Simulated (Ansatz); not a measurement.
**Changing the shape of HCN/HNC, singlet**

Computed with Ansatz's Gaussian-basis code (development build); OMP3 by scripts on PySCF. Settings: cc-pVTZ; 2 core orbitals frozen; no relativity. On stretched bonds single-reference methods can fail or change state.

Case A:

| atom | x (Å) | y (Å) | z (Å) |
| --- | --- | --- | --- |
| C | 0.0803 | 0.6203 | 0.0000 |
| N | 0.0803 | -0.5681 | 0.0000 |
| H | -1.0441 | 0.2551 | 0.0000 |

Case B:

```xyz
3

C     0.0000    0.0000   -0.5004
N     0.0000    0.0000    0.6526
H     0.0000    0.0000   -1.5663
```

Case C:

```xyz
3

C     0.0000    0.0000   -0.7372
N     0.0000    0.0000    0.4321
H     0.0000    0.0000    1.4270
```

Energy less that of case A, in eV:

```json
{"case": "B", "RCCSD": "-2.089", "UOMP3": "-2.072"}
{"case": "C", "RCCSD": "-1.459", "UOMP3": "-1.473"}
```

Task: What does RCCSD(T) give for these differences?

Result: B: -2.070 eV (-47.7 kcal/mol); C: -1.423 eV (-32.8 kcal/mol).

Task: Which case is lowest, and do the methods agree?

Result: B is lowest in RCCSD(T). Of the methods shown, RCCSD, UOMP3 agree.
